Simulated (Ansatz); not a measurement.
Hf₂Ga (I4/mcm)

Level of theory: DFT PBEsol, scalar-relativistic, plane waves, PAW in Ansatz.

Cutoff 420 eV; k points 8×8×8 on the computed 6-atom cell (Γ-centred); Gaussian smearing, width 0.10 eV; no spin polarisation.

The structure is relaxed at this level of theory with its symmetry kept. Whether it is the stable form of this composition wasn't checked.

```cif
data_structure
_symmetry_space_group_name_H-M 'I4/mcm'
_symmetry_Int_Tables_number 140
_cell_length_a 6.6116
_cell_length_b 6.6116
_cell_length_c 5.2461
_cell_angle_alpha 90.000
_cell_angle_beta 90.000
_cell_angle_gamma 90.000
_cell_volume 229.33
loop_
_atom_site_label
_atom_site_type_symbol
_atom_site_symmetry_multiplicity
_atom_site_Wyckoff_symbol
_atom_site_fract_x
_atom_site_fract_y
_atom_site_fract_z
_atom_site_occupancy
Hf1 Hf 8 h 0.15406 0.65406 0.00000 1
Ga1 Ga 4 a 0.00000 0.00000 0.25000 1
```

```
Space group                                                       : I4/mcm (No. 140)
Volume per atom                                                   : 19.11 Å³
Formation energy from the elements' standard states (uncorrected) : -0.437 eV/atom
Kohn–Sham band gap                                                : none (metal)
Density of states at the Fermi level                              : 5.01 states/eV per cell
Löwdin character within 0.5 eV of the Fermi level                 : Hf 5d 78 %, Ga 4p 13 %
Bulk modulus                                                      : 127 GPa
Its pressure derivative                                           : 3.8
Bader charges (e)                                                 : Hf (4 in the cell) 0.66, Ga (2 in the cell) -1.32
```

Spin-orbit coupling is left out, which matters for the bands of heavy elements.